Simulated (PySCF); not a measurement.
## Ionisation energy of Ar by level of theory

Ar [Ar] (1S) → Ar⁺ [Ne] 3s2 3p5 (2P), as a difference of total energies. Calculation: PySCF 2.14, in dyall-acv3z (19s12p6d4f, 113 functions); the spin-free X2C one-electron Hamiltonian (Gaussian nucleus). Correlated levels: valence: [Ne] frozen; virtual orbitals above 40 to 60 times the deepest correlated orbital energy dropped. The calculations carry no spin-orbit coupling.

```json
{"method": "UHF", "ionisation energy (eV)": "14.529"}
{"method": "MP2 (valence)", "ionisation energy (eV)": "15.721"}
{"method": "SCS-MP2 (valence)", "ionisation energy (eV)": "15.618"}
{"method": "CCSD (valence)", "ionisation energy (eV)": "15.529"}
{"method": "CCSD(T) (valence)", "ionisation energy (eV)": "15.587"}
```

Errors of the correlated levels include the incompleteness of this basis and the frozen core.

Question: Which method comes closest to the reference value, and which is furthest?

Answer: The reference is 15.819 eV (measured; NIST levels, between the centres of gravity of the two terms). Closest: MP2 (valence) (error -0.098 eV); furthest: UHF (error -1.290 eV).
